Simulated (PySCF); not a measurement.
**Property card for cyano radical, `[C]#N`**

Compound: cyano radical, CN (doublet state).
Z-matrix (Å and degrees, PBE0-D3(BJ)/def2-SVP geometry), rows numbered from 1:
```
C 
N   1  1.1671
```

PBE0-D3(BJ)/def2-SVP geometry optimisation, gas phase (PySCF):

```
Point group                    : C∞v
Rotational constant B (linear) : 57.411 GHz
Dipole moment                  : 1.45 D
```

**UKS B3LYP, IGLO-III on C N, non-relativistic, mean-field spin-orbit, GIAO (PySCF)**

```
Isotropic g value                                                      : 2.00087
Principal g values                                                     : 2.00023, 2.00023, 2.00216
Spin squared ⟨S²⟩                                                      : 0.758
Largest Mulliken spin population                                       : 0.85 on C1
Largest isotropic hyperfine couplings (means over sets of like nuclei) : 13C +587.4 (C1), 14N -18.7 (N2) MHz
```

Monoisotopic mass from the formula: 26.0031 u.

B corresponds to 1.915 cm⁻¹ (most abundant isotopes). g_iso is shifted by about -1450 ppm from the free-electron value 2.002319; the principal values span 0.0019. ⟨S²⟩ is 0.008 above the pure-spin value S(S + 1) = 0.75. The dipole matches unit charges of opposite sign 0.30 Å apart (1 e·Å = 4.8032 D). At 9.50 GHz, hν = g·μB·B₀ (B₀ the magnetic field) puts the centre of the isotropic spectrum, to first order, at 339.2 mT.

